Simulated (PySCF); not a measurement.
Beryllium: a sound run and one with changed settings

Sound run: Be [He] 2s2, Be+ [He] 2s1. Computed with PySCF 2.14 in cc-pVDZ-DK, with the spin-free X2C one-electron Hamiltonian (Gaussian nucleus). The sound run starts from symmetry-adapted Hartree-Fock orbitals and uses a fine grid where one is needed.

Changed run: initial guess minao, at most 50 SCF cycles, level shift 10.0 hartree.

| species | method | sound run (hartree) | changed run (hartree) | converged |
| --- | --- | --- | --- | --- |
| Be | UHF | -14.57484 | -14.57484 | no |
| Be | B3LYP | -14.67383 | -14.67381 | no |
| Be | BP86 | -14.65999 | -14.65997 | no |
| Be+ | UHF | -14.27791 | -14.27790 | no |
| Be+ | B3LYP | -14.33712 | -14.33707 | no |
| Be+ | BP86 | -14.32354 | -14.32346 | no |

A level shift slows the SCF but leaves a converged energy unchanged.
